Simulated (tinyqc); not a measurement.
Inside a calculation (part 1 of 2). Method: RHF in the sto-3g basis, for H2F+, spin multiplicity 1. Computed by tinyqc, a small Python program that keeps every step (integrals from PySCF). Settings: charge = 1, multiplicity = 1, basis = sto-3g, energy threshold = 1e-08, iteration cap = 63, orthogonalisation = symmetric, start = atomic densities, DIIS depth = 8, method = RHF. Command: `OMP_NUM_THREADS=1 python tinyqc.py 29566 29567 out.jsonl` (the two numbers bound the seeds that draw the settings). One thread of a shared host (Intel(R) Xeon(R) Processor @ 2.60GHz), about 0.1 s of CPU time with the checks. Later iterations appear only in the table of the cycle.

## One-electron integrals

Geometry (angstrom):
```
atom        x         y        z
F     0.00000   0.00000  0.00000
H     0.00000   0.89100  0.60100
H     0.00000  -0.86700  0.58500
```

Basis sto-3g: exponents (1/bohr^2) and contraction coefficients of normalised primitives:
```
element  l (shell)   exponent  coefficient
F            s (1)  166.67913      0.15433
F            s (1)   30.36081      0.53533
F            s (1)    8.21682      0.44463
F            s (2)    6.46480     -0.09997
F            s (2)    1.50228      0.39951
F            s (2)    0.48859      0.70012
F            p (3)    6.46480      0.15592
F            p (3)    1.50228      0.60768
F            p (3)    0.48859      0.39196
H            s (1)    3.42525      0.15433
H            s (1)    0.62391      0.53533
H            s (1)    0.16886      0.44463
```

Overlap, kinetic and nuclear-attraction integrals over the contracted functions; the nuclear repulsion is the sum of Za Zb / Rab.

nuclear repulsion = 9.2859309 hartree

overlap S, order 1F 1s, 1F 2s, 1F 2px, 1F 2py, 1F 2pz, 2H 1s, 3H 1s:
$$\begin{pmatrix}
1.00000 & 0.23799 & 0.00000 & 0.00000 & 0.00000 & 0.03391 & 0.03634 \\
0.23799 & 1.00000 & 0.00000 & 0.00000 & 0.00000 & 0.35034 & 0.36721 \\
0.00000 & 0.00000 & 1.00000 & 0.00000 & 0.00000 & 0.00000 & 0.00000 \\
0.00000 & 0.00000 & 0.00000 & 1.00000 & 0.00000 & 0.24212 & -0.25095 \\
0.00000 & 0.00000 & 0.00000 & 0.00000 & 1.00000 & 0.16331 & 0.16933 \\
0.03391 & 0.35034 & 0.00000 & 0.24212 & 0.16331 & 1.00000 & 0.17508 \\
0.03634 & 0.36721 & 0.00000 & -0.25095 & 0.16933 & 0.17508 & 1.00000
\end{pmatrix}$$

kinetic energy T (hartree), order 1F 1s, 1F 2s, 1F 2px, 1F 2py, 1F 2pz, 2H 1s, 3H 1s:
$$\begin{pmatrix}
36.98458 & -0.21286 & 0.00000 & 0.00000 & 0.00000 & -0.00700 & -0.00633 \\
-0.21286 & 1.03800 & 0.00000 & 0.00000 & 0.00000 & 0.05946 & 0.06992 \\
0.00000 & 0.00000 & 3.24801 & 0.00000 & 0.00000 & 0.00000 & 0.00000 \\
0.00000 & 0.00000 & 0.00000 & 3.24801 & 0.00000 & 0.13756 & -0.15195 \\
0.00000 & 0.00000 & 0.00000 & 0.00000 & 3.24801 & 0.09279 & 0.10253 \\
-0.00700 & 0.05946 & 0.00000 & 0.13756 & 0.09279 & 0.76003 & -0.00485 \\
-0.00633 & 0.06992 & 0.00000 & -0.15195 & 0.10253 & -0.00485 & 0.76003
\end{pmatrix}$$

nuclear attraction V (hartree), order 1F 1s, 1F 2s, 1F 2px, 1F 2py, 1F 2pz, 2H 1s, 3H 1s:
$$\begin{pmatrix}
-78.00791 & -9.41440 & 0.00000 & 0.00051 & -0.01260 & -1.37586 & -1.47553 \\
-9.41440 & -12.53698 & 0.00000 & 0.00583 & -0.15490 & -3.27426 & -3.45959 \\
0.00000 & 0.00000 & -12.38975 & 0.00000 & 0.00000 & 0.00000 & 0.00000 \\
0.00051 & 0.00583 & 0.00000 & -12.50145 & 0.00271 & -1.95134 & 2.04640 \\
-0.01260 & -0.15490 & 0.00000 & 0.00271 & -12.44059 & -1.35640 & -1.42155 \\
-1.37586 & -3.27426 & 0.00000 & -1.95134 & -1.35640 & -5.85711 & -1.17582 \\
-1.47553 & -3.45959 & 0.00000 & 2.04640 & -1.42155 & -1.17582 & -5.96397
\end{pmatrix}$$

core Hamiltonian H = T + V (hartree), order 1F 1s, 1F 2s, 1F 2px, 1F 2py, 1F 2pz, 2H 1s, 3H 1s:
$$\begin{pmatrix}
-41.02333 & -9.62726 & 0.00000 & 0.00051 & -0.01260 & -1.38286 & -1.48186 \\
-9.62726 & -11.49899 & 0.00000 & 0.00583 & -0.15490 & -3.21479 & -3.38967 \\
0.00000 & 0.00000 & -9.14174 & 0.00000 & 0.00000 & 0.00000 & 0.00000 \\
0.00051 & 0.00583 & 0.00000 & -9.25343 & 0.00271 & -1.81378 & 1.89445 \\
-0.01260 & -0.15490 & 0.00000 & 0.00271 & -9.19257 & -1.26361 & -1.31902 \\
-1.38286 & -3.21479 & 0.00000 & -1.81378 & -1.26361 & -5.09708 & -1.18067 \\
-1.48186 & -3.38967 & 0.00000 & 1.89445 & -1.31902 & -1.18067 & -5.20394
\end{pmatrix}$$

## Two-electron integrals

Functions are numbered as in S; the eight-fold symmetry (ij|kl) = (ji|kl) = (kl|ij) leaves the list below.

Two-electron integrals (ij|kl) in chemists' order, unique and non-zero (hartree):
```
(11|11) 5.40350    (21|11) 0.84192    (21|21) 0.15630    (22|11) 1.26803
(22|21) 0.29234    (22|22) 0.92617    (31|31) 0.02800    (32|31) 0.04317
(32|32) 0.20459    (33|11) 1.26450    (33|21) 0.29240    (33|22) 0.92596
(33|33) 0.99751    (41|41) 0.02800    (42|41) 0.04317    (42|42) 0.20459
(43|43) 0.05377    (44|11) 1.26450    (44|21) 0.29240    (44|22) 0.92596
(44|33) 0.88997    (44|44) 0.99751    (51|51) 0.02800    (52|51) 0.04317
(52|52) 0.20459    (53|53) 0.05377    (54|54) 0.05377    (55|11) 1.26450
(55|21) 0.29240    (55|22) 0.92596    (55|33) 0.88997    (55|44) 0.88997
(55|55) 0.99751    (61|11) 0.12157    (61|21) 0.02239    (61|22) 0.04163
(61|33) 0.04157    (61|41) 0.00076    (61|42) 0.00143    (61|44) 0.04170
(61|51) 0.00051    (61|52) 0.00096    (61|54) 0.00009    (61|55) 0.04163
(61|61) 0.00324    (62|11) 0.31571    (62|21) 0.07380    (62|22) 0.26176
(62|33) 0.25788    (62|41) 0.00418    (62|42) 0.03291    (62|44) 0.26570
(62|51) 0.00282    (62|52) 0.02220    (62|54) 0.00527    (62|55) 0.26144
(62|61) 0.01073    (62|62) 0.09196    (63|31) 0.00763    (63|32) 0.04557
(63|43) 0.00689    (63|53) 0.00464    (63|63) 0.01347    (64|11) 0.18086
(64|21) 0.04281    (64|22) 0.16253    (64|33) 0.15563    (64|41) 0.00975
(64|42) 0.06489    (64|44) 0.17403    (64|51) 0.00143    (64|52) 0.01303
(64|54) 0.00776    (64|55) 0.15774    (64|61) 0.00648    (64|62) 0.07006
(64|64) 0.06645    (65|11) 0.12199    (65|21) 0.02888    (65|22) 0.10963
(65|33) 0.10498    (65|41) 0.00143    (65|42) 0.01303    (65|44) 0.10810
(65|51) 0.00859    (65|52) 0.05436    (65|54) 0.00899    (65|55) 0.11569
(65|61) 0.00437    (65|62) 0.04726    (65|64) 0.03574    (65|65) 0.03757
(66|11) 0.48077    (66|21) 0.11422    (66|22) 0.46780    (66|33) 0.45214
(66|41) 0.00790    (66|42) 0.08826    (66|44) 0.48408    (66|51) 0.00533
(66|52) 0.05953    (66|54) 0.02155    (66|55) 0.46667    (66|61) 0.01670
(66|62) 0.21338    (66|64) 0.18904    (66|65) 0.12751    (66|66) 0.77461
(71|11) 0.13036    (71|21) 0.02400    (71|22) 0.04462    (71|33) 0.04455
(71|41) -0.00082   (71|42) -0.00153   (71|44) 0.04470    (71|51) 0.00055
(71|52) 0.00103    (71|54) -0.00010   (71|55) 0.04462    (71|61) 0.00343
(71|62) 0.01118    (71|64) 0.00621    (71|65) 0.00456    (71|66) 0.01727
(71|71) 0.00372    (72|11) 0.33357    (72|21) 0.07795    (72|22) 0.27593
(72|33) 0.27187    (72|41) -0.00441   (72|42) -0.03455   (72|44) 0.28005
(72|51) 0.00298    (72|52) 0.02331    (72|54) -0.00552   (72|55) 0.27559
(72|61) 0.01102    (72|62) 0.07849    (72|64) 0.04129    (72|65) 0.03905
(72|66) 0.14751    (72|71) 0.01215    (72|72) 0.10159    (73|31) 0.00812
(73|32) 0.04826    (73|43) -0.00725   (73|53) 0.00490    (73|63) 0.01114
(73|73) 0.01499    (74|11) -0.18939   (74|21) -0.04482   (74|22) -0.16982
(74|33) -0.16258   (74|41) 0.01033    (74|42) 0.06840    (74|44) -0.18191
(74|51) -0.00149   (74|52) -0.01359   (74|54) 0.00815    (74|55) -0.16478
(74|61) -0.00607   (74|62) -0.04078   (74|64) -0.01068   (74|65) -0.01990
(74|66) -0.06969   (74|71) -0.00728   (74|72) -0.07669   (74|74) 0.07244
(75|11) 0.12779    (75|21) 0.03024    (75|22) 0.11459    (75|33) 0.10970
(75|41) -0.00149   (75|42) -0.01359   (75|44) 0.11295    (75|51) 0.00913
(75|52) 0.05743    (75|54) -0.00945   (75|55) 0.12097    (75|61) 0.00446
(75|62) 0.03882    (75|64) 0.02001    (75|65) 0.03022    (75|66) 0.08039
(75|71) 0.00491    (75|72) 0.05175    (75|74) -0.03877   (75|75) 0.04114
(76|11) 0.10723    (76|21) 0.02532    (76|22) 0.09835    (76|33) 0.09649
(76|41) 1.17e-05   (76|42) 0.00015    (76|44) 0.09838    (76|51) 0.00151
(76|52) 0.01458    (76|54) 3.23e-05   (76|55) 0.10007    (76|61) 0.00364
(76|62) 0.03474    (76|64) 0.02325    (76|65) 0.02039    (76|66) 0.08742
(76|71) 0.00390    (76|72) 0.03633    (76|74) -0.02394   (76|75) 0.02115
(76|76) 0.01649    (77|11) 0.49259    (77|21) 0.11700    (77|22) 0.47792
(77|33) 0.46171    (77|41) -0.00822   (77|42) -0.09097   (77|44) 0.49475
(77|51) 0.00555    (77|52) 0.06138    (77|54) -0.02230   (77|55) 0.47675
(77|61) 0.01650    (77|62) 0.14285    (77|64) 0.06821    (77|65) 0.07843
(77|66) 0.29855    (77|71) 0.01835    (77|72) 0.22677    (77|74) -0.19897
(77|75) 0.13425    (77|76) 0.08742    (77|77) 0.77461
```

## Orthogonalisation

S = U s U^T; symmetric (Loewdin) form X = U s^(-1/2) U^T, so that X^T S X = 1.

eigenvalues of S: [0.48316, 0.55424, 0.90164, 1.00000, 1.08818, 1.27176, 1.70102]

X, order 1F 1s, 1F 2s, 1F 2px, 1F 2py, 1F 2pz, 2H 1s, 3H 1s:
$$\begin{pmatrix}
1.02362 & -0.13517 & 0.00000 & 0.00035 & -0.00530 & 0.01664 & 0.01747 \\
-0.13517 & 1.13322 & 0.00000 & -0.00412 & 0.05028 & -0.18975 & -0.20380 \\
0.00000 & 0.00000 & 1.00000 & 0.00000 & 0.00000 & 0.00000 & 0.00000 \\
0.00035 & -0.00412 & 0.00000 & 1.05999 & -0.00165 & -0.15369 & 0.16057 \\
-0.00530 & 0.05028 & 0.00000 & -0.00165 & 1.02277 & -0.08682 & -0.09209 \\
0.01664 & -0.18975 & 0.00000 & -0.15369 & -0.08682 & 1.09873 & -0.06788 \\
0.01747 & -0.20380 & 0.00000 & 0.16057 & -0.09209 & -0.06788 & 1.10881
\end{pmatrix}$$

## Starting guess

The start is atomic minimal-basis densities projected into this basis (PySCF's MINAO start) and scaled to the electron count of each spin; this density is not idempotent, so its energy is not variational and may lie below the converged one.

D at the start, order 1F 1s, 1F 2s, 1F 2px, 1F 2py, 1F 2pz, 2H 1s, 3H 1s:
$$\begin{pmatrix}
1.95504 & -0.45399 & 0.00000 & -0.00046 & 0.01296 & -0.01197 & -0.01216 \\
-0.45399 & 1.91877 & 0.00000 & 0.00308 & -0.07174 & 0.03695 & 0.03575 \\
0.00000 & 0.00000 & 1.48453 & 0.00000 & 0.00000 & 0.00000 & 0.00000 \\
-0.00046 & 0.00308 & 0.00000 & 1.33406 & 0.00191 & 0.14772 & -0.14701 \\
0.01296 & -0.07174 & 0.00000 & 0.00191 & 1.42768 & 0.07417 & 0.07369 \\
-0.01197 & 0.03695 & 0.00000 & 0.14772 & 0.07417 & 0.91655 & 0.04809 \\
-0.01216 & 0.03575 & 0.00000 & -0.14701 & 0.07369 & 0.04809 & 0.91767
\end{pmatrix}$$

## Iteration 1: building the Fock matrix

J_ij = sum D_kl (ij|kl), K_ij = sum D_kl (ik|jl); F = H + J - 0.5 K; E = tr D H + tr D J / 2 - 0.25 tr D K + E_nn.

Coulomb J (hartree), order 1F 1s, 1F 2s, 1F 2px, 1F 2py, 1F 2pz, 2H 1s, 3H 1s:
$$\begin{pmatrix}
18.69223 & 3.56560 & 0.00000 & -0.00024 & 0.00853 & 0.51112 & 0.54793 \\
3.56560 & 8.96746 & 0.00000 & -0.00240 & 0.11169 & 2.54744 & 2.68543 \\
0.00000 & 0.00000 & 8.93140 & 0.00000 & 0.00000 & 0.00000 & 0.00000 \\
-0.00024 & -0.00240 & 0.00000 & 8.98822 & -0.00067 & 1.59052 & -1.66241 \\
0.00853 & 0.11169 & 0.00000 & -0.00067 & 8.95780 & 1.10370 & 1.15349 \\
0.51112 & 2.54744 & 0.00000 & 1.59052 & 1.10370 & 4.83425 & 0.97763 \\
0.54793 & 2.68543 & 0.00000 & -1.66241 & 1.15349 & 0.97763 & 4.91950
\end{pmatrix}$$

exchange K (hartree), order 1F 1s, 1F 2s, 1F 2px, 1F 2py, 1F 2pz, 2H 1s, 3H 1s:
$$\begin{pmatrix}
10.22302 & 1.76818 & 0.00000 & -0.00068 & 0.00896 & 0.28283 & 0.30253 \\
1.76818 & 2.93305 & 0.00000 & -0.00531 & 0.08028 & 1.00893 & 1.06020 \\
0.00000 & 0.00000 & 2.07662 & 0.00000 & 0.00000 & 0.00000 & 0.00000 \\
-0.00068 & -0.00531 & 0.00000 & 2.13824 & -0.00218 & 0.54182 & -0.56645 \\
0.00896 & 0.08028 & 0.00000 & -0.00218 & 2.10701 & 0.40198 & 0.41761 \\
0.28283 & 1.00893 & 0.00000 & 0.54182 & 0.40198 & 1.15143 & 0.37677 \\
0.30253 & 1.06020 & 0.00000 & -0.56645 & 0.41761 & 0.37677 & 1.18797
\end{pmatrix}$$

Fock matrix F (hartree), order 1F 1s, 1F 2s, 1F 2px, 1F 2py, 1F 2pz, 2H 1s, 3H 1s:
$$\begin{pmatrix}
-27.44261 & -6.94575 & 0.00000 & 0.00061 & -0.00856 & -1.01316 & -1.08520 \\
-6.94575 & -3.99805 & 0.00000 & 0.00608 & -0.08335 & -1.17182 & -1.23435 \\
0.00000 & 0.00000 & -1.24865 & 0.00000 & 0.00000 & 0.00000 & 0.00000 \\
0.00061 & 0.00608 & 0.00000 & -1.33433 & 0.00313 & -0.49417 & 0.51526 \\
-0.00856 & -0.08335 & 0.00000 & 0.00313 & -1.28828 & -0.36090 & -0.37435 \\
-1.01316 & -1.17182 & 0.00000 & -0.49417 & -0.36090 & -0.83854 & -0.39143 \\
-1.08520 & -1.23435 & 0.00000 & 0.51526 & -0.37435 & -0.39143 & -0.87843
\end{pmatrix}$$

total energy of this density = -94.0185591 hartree

This density is the starting one; it is not idempotent, so its energy is not variational and may lie below the converged one.

## Iteration 1: diagonalisation and new density

Diagonalise F' = X^T F X, C = X C', fill 5 alpha and 5 beta electrons from the bottom; D = 2 C_occ C_occ^T. Each column has its largest component positive (the first on a tie).

F' = X^T F X (hartree):
$$\begin{pmatrix}
-26.96798 & -3.44907 & 0.00000 & 0.00100 & -0.02476 & -0.11881 & -0.13510 \\
-3.44907 & -2.64046 & 0.00000 & -0.00210 & 0.02725 & -0.46356 & -0.49276 \\
0.00000 & 0.00000 & -1.24865 & 0.00000 & 0.00000 & 0.00000 & 0.00000 \\
0.00100 & -0.00210 & 0.00000 & -1.18592 & -0.00067 & -0.33694 & 0.35031 \\
-0.02476 & 0.02725 & 0.00000 & -0.00067 & -1.22900 & -0.20691 & -0.21692 \\
-0.11881 & -0.46356 & 0.00000 & -0.33694 & -0.20691 & -0.44484 & -0.11109 \\
-0.13510 & -0.49276 & 0.00000 & 0.35031 & -0.21692 & -0.11109 & -0.44683
\end{pmatrix}$$

orbital energies (hartree): MO1 -27.45029, MO2 -2.39246, MO3 -1.40639, MO4 -1.31121, MO5 -1.24865, MO6 -0.24130, MO7 -0.11339

coefficients C, order 1F 1s, 1F 2s, 1F 2px, 1F 2py, 1F 2pz, 2H 1s, 3H 1s:
$$\begin{pmatrix}
0.99537 & -0.25377 & -0.00385 & 0.03971 & 0.00000 & 0.09912 & 0.01002 \\
0.01970 & 0.97927 & 0.01920 & -0.19564 & 0.00000 & -0.61641 & -0.06754 \\
0.00000 & 0.00000 & 0.00000 & 0.00000 & 1.00000 & 0.00000 & 0.00000 \\
-0.00010 & -0.00535 & 0.87292 & 0.03424 & 0.00000 & -0.04153 & 0.63882 \\
0.00133 & 0.06879 & -0.03220 & 0.93879 & 0.00000 & -0.41935 & -0.04097 \\
-0.00285 & 0.05596 & 0.19276 & 0.13184 & 0.00000 & 0.80970 & -0.75230 \\
-0.00304 & 0.06011 & -0.20510 & 0.11987 & 0.00000 & 0.68710 & 0.88204
\end{pmatrix}$$

D after iteration 1, order 1F 1s, 1F 2s, 1F 2px, 1F 2py, 1F 2pz, 2H 1s, 3H 1s:
$$\begin{pmatrix}
2.11349 & -0.47349 & 0.00000 & -0.00148 & 0.04255 & -0.02509 & -0.02546 \\
-0.47349 & 1.99602 & 0.00000 & 0.00964 & -0.23379 & 0.06530 & 0.06282 \\
0.00000 & 0.00000 & 2.00000 & 0.00000 & 0.00000 & 0.00000 & 0.00000 \\
-0.00148 & 0.00964 & 0.00000 & 1.52637 & 0.00733 & 0.34495 & -0.35050 \\
0.04255 & -0.23379 & 0.00000 & 0.00733 & 1.77419 & 0.24282 & 0.24653 \\
-0.02509 & 0.06530 & 0.00000 & 0.34495 & 0.24282 & 0.11535 & -0.04072 \\
-0.02546 & 0.06282 & 0.00000 & -0.35050 & 0.24653 & -0.04072 & 0.12011
\end{pmatrix}$$

## Iteration 2: building the Fock matrix

As before.

Coulomb J (hartree), order 1F 1s, 1F 2s, 1F 2px, 1F 2py, 1F 2pz, 2H 1s, 3H 1s:
$$\begin{pmatrix}
20.41263 & 3.89694 & 0.00000 & 0.00010 & -0.00525 & 0.55821 & 0.59838 \\
3.89694 & 9.66863 & 0.00000 & -0.00052 & 0.00002 & 2.67429 & 2.82057 \\
0.00000 & 0.00000 & 9.66594 & 0.00000 & 0.00000 & 0.00000 & 0.00000 \\
0.00010 & -0.00052 & 0.00000 & 9.65389 & -0.00006 & 1.64060 & -1.71554 \\
-0.00525 & 0.00002 & 0.00000 & -0.00006 & 9.65952 & 1.11006 & 1.16084 \\
0.55821 & 2.67429 & 0.00000 & 1.64060 & 1.11006 & 4.73104 & 0.99407 \\
0.59838 & 2.82057 & 0.00000 & -1.71554 & 1.16084 & 0.99407 & 4.83495
\end{pmatrix}$$

exchange K (hartree), order 1F 1s, 1F 2s, 1F 2px, 1F 2py, 1F 2pz, 2H 1s, 3H 1s:
$$\begin{pmatrix}
11.07871 & 1.92270 & 0.00000 & -0.00011 & 0.00137 & 0.29122 & 0.31173 \\
1.92270 & 3.13337 & 0.00000 & 0.00090 & -0.05411 & 0.91865 & 0.96656 \\
0.00000 & 0.00000 & 2.62732 & 0.00000 & 0.00000 & 0.00000 & 0.00000 \\
-0.00011 & 0.00090 & 0.00000 & 2.44083 & 0.00143 & 0.55633 & -0.57759 \\
0.00137 & -0.05411 & 0.00000 & 0.00143 & 2.53493 & 0.39008 & 0.40409 \\
0.29122 & 0.91865 & 0.00000 & 0.55633 & 0.39008 & 0.65692 & 0.24253 \\
0.31173 & 0.96656 & 0.00000 & -0.57759 & 0.40409 & 0.24253 & 0.70625
\end{pmatrix}$$

Fock matrix F (hartree), order 1F 1s, 1F 2s, 1F 2px, 1F 2py, 1F 2pz, 2H 1s, 3H 1s:
$$\begin{pmatrix}
-26.15005 & -6.69166 & 0.00000 & 0.00066 & -0.01854 & -0.97027 & -1.03934 \\
-6.69166 & -3.39704 & 0.00000 & 0.00486 & -0.12782 & -0.99982 & -1.05238 \\
0.00000 & 0.00000 & -0.78946 & 0.00000 & 0.00000 & 0.00000 & 0.00000 \\
0.00066 & 0.00486 & 0.00000 & -0.81995 & 0.00193 & -0.45135 & 0.46770 \\
-0.01854 & -0.12782 & 0.00000 & 0.00193 & -0.80052 & -0.34859 & -0.36023 \\
-0.97027 & -0.99982 & 0.00000 & -0.45135 & -0.34859 & -0.69449 & -0.30787 \\
-1.03934 & -1.05238 & 0.00000 & 0.46770 & -0.36023 & -0.30787 & -0.72211
\end{pmatrix}$$

total energy of this density = -98.7328755 hartree

## Iteration 2: DIIS over 2 matrices

error matrix X^T (FDS - SDF) X:
$$\begin{pmatrix}
0.00000 & 0.02617 & 0.00000 & -0.00103 & 0.01906 & -0.06248 & -0.06498 \\
-0.02617 & 0.00000 & 0.00000 & -0.00253 & 0.04665 & 0.08225 & 0.08419 \\
0.00000 & 0.00000 & 0.00000 & 0.00000 & 0.00000 & 0.00000 & 0.00000 \\
0.00103 & 0.00253 & 0.00000 & 0.00000 & 0.00010 & 0.29989 & -0.30180 \\
-0.01906 & -0.04665 & 0.00000 & -0.00010 & 0.00000 & 0.17347 & 0.17512 \\
0.06248 & -0.08225 & 0.00000 & -0.29989 & -0.17347 & 0.00000 & 0.00045 \\
0.06498 & -0.08419 & 0.00000 & 0.30180 & -0.17512 & -0.00045 & 0.00000
\end{pmatrix}$$

B (overlaps of the stored error matrices):
$$\begin{pmatrix}
6.9616218e+00 & -2.8667559e-01 \\
-2.8667559e-01 & 5.3397563e-01
\end{pmatrix}$$

Minimise |sum c_i e_i|^2 with sum c_i = 1: solve [B -1; -1 0][c; lambda] = [0; -1] with B_ij = tr e_i^T e_j, and take F = sum c_i F_i.

DIIS coefficients: [0.10170, 0.89830]

extrapolated F (hartree), order 1F 1s, 1F 2s, 1F 2px, 1F 2py, 1F 2pz, 2H 1s, 3H 1s:
$$\begin{pmatrix}
-26.28151 & -6.71750 & 0.00000 & 0.00066 & -0.01753 & -0.97463 & -1.04400 \\
-6.71750 & -3.45816 & 0.00000 & 0.00498 & -0.12330 & -1.01732 & -1.07089 \\
0.00000 & 0.00000 & -0.83616 & 0.00000 & 0.00000 & 0.00000 & 0.00000 \\
0.00066 & 0.00498 & 0.00000 & -0.87227 & 0.00205 & -0.45570 & 0.47254 \\
-0.01753 & -0.12330 & 0.00000 & 0.00205 & -0.85013 & -0.34985 & -0.36167 \\
-0.97463 & -1.01732 & 0.00000 & -0.45570 & -0.34985 & -0.70914 & -0.31636 \\
-1.04400 & -1.07089 & 0.00000 & 0.47254 & -0.36167 & -0.31636 & -0.73801
\end{pmatrix}$$

## Iteration 2: diagonalisation and new density

As before.

F' = X^T F X (hartree):
$$\begin{pmatrix}
-25.80321 & -3.42657 & 0.00000 & 0.00143 & -0.03246 & -0.10809 & -0.12341 \\
-3.42657 & -2.12105 & 0.00000 & -0.00401 & 0.00146 & -0.42356 & -0.45058 \\
0.00000 & 0.00000 & -0.83616 & 0.00000 & 0.00000 & 0.00000 & 0.00000 \\
0.00143 & -0.00401 & 0.00000 & -0.69086 & -0.00248 & -0.37212 & 0.38623 \\
-0.03246 & 0.00146 & 0.00000 & -0.00248 & -0.77719 & -0.23659 & -0.24766 \\
-0.10809 & -0.42356 & 0.00000 & -0.37212 & -0.23659 & -0.34278 & -0.07969 \\
-0.12341 & -0.45058 & 0.00000 & 0.38623 & -0.24766 & -0.07969 & -0.33608
\end{pmatrix}$$

orbital energies (hartree): MO1 -26.29148, MO2 -1.88786, MO3 -1.05320, MO4 -0.90250, MO5 -0.83616, MO6 -0.04057, MO7 0.10446

coefficients C, order 1F 1s, 1F 2s, 1F 2px, 1F 2py, 1F 2pz, 2H 1s, 3H 1s:
$$\begin{pmatrix}
0.99462 & -0.24851 & -0.00368 & 0.06998 & 0.00000 & 0.10277 & 0.01320 \\
0.02289 & 0.93754 & 0.01898 & -0.33858 & 0.00000 & -0.61716 & -0.08454 \\
0.00000 & 0.00000 & 0.00000 & 0.00000 & 1.00000 & 0.00000 & 0.00000 \\
-0.00012 & -0.00468 & 0.75374 & 0.01402 & 0.00000 & -0.07700 & 0.77378 \\
0.00201 & 0.11502 & -0.01168 & 0.87493 & 0.00000 & -0.53082 & -0.06319 \\
-0.00372 & 0.09397 & 0.33007 & 0.21513 & 0.00000 & 0.80229 & -0.68666 \\
-0.00397 & 0.10015 & -0.33711 & 0.20503 & 0.00000 & 0.64405 & 0.85419
\end{pmatrix}$$

D after iteration 2, order 1F 1s, 1F 2s, 1F 2px, 1F 2py, 1F 2pz, 2H 1s, 3H 1s:
$$\begin{pmatrix}
2.11187 & -0.46796 & 0.00000 & -0.00151 & 0.06937 & -0.02642 & -0.02650 \\
-0.46796 & 1.98901 & 0.00000 & 0.01034 & -0.37715 & 0.04288 & 0.03598 \\
0.00000 & 0.00000 & 2.00000 & 0.00000 & 0.00000 & 0.00000 & 0.00000 \\
-0.00151 & 0.01034 & 0.00000 & 1.13668 & 0.00586 & 0.50273 & -0.50337 \\
0.06937 & -0.37715 & 0.00000 & 0.00586 & 1.55773 & 0.39033 & 0.38967 \\
-0.02642 & 0.04288 & 0.00000 & 0.50273 & 0.39033 & 0.32814 & -0.11547 \\
-0.02650 & 0.03598 & 0.00000 & -0.50337 & 0.38967 & -0.11547 & 0.33145
\end{pmatrix}$$
